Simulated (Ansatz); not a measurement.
System (SMILES): OCl (OH-Cl).
Atoms: O1, H2, Cl3. Bonds: O1-H2, O1-Cl3.

Basis-set convergence of the lowest harmonic wavenumber at PBE with Ansatz (a first-principles code). Each level at its own minimum, finite differences of forces, unscaled; the reference is a large set that could be run, not a limit. Cartesian d functions, on some or all atoms, in 6-31G**, 6-311G**; all else is spherical. Core-valence sets carry the plain set on hydrogen. No added dispersion term, no relativity. Reference: the value in aug-pcseg-2, 723 cm⁻¹, itself unsure by roughly 2 cm⁻¹ (its mean distance from aug-cc-pV(T+d)Z, def2-TZVPPD). Deviations are taken from unrounded values.

```tsv
basis	functions	lowest harmonic wavenumber (cm⁻¹)	minus reference (cm⁻¹)
6-31G**	39	703	-20
cc-pV(D+d)Z	42	699	-24
6-311G**	51	679	-44
aug-pcseg-1	59	702	-21
pcseg-2	78	721	-2
jun-cc-pV(T+d)Z	101	722	-2
6-311++G(3df,3pd)	104	720	-3
def2-TZVPPD	108	721	-2
cc-pCVTZ	116	723	0
```
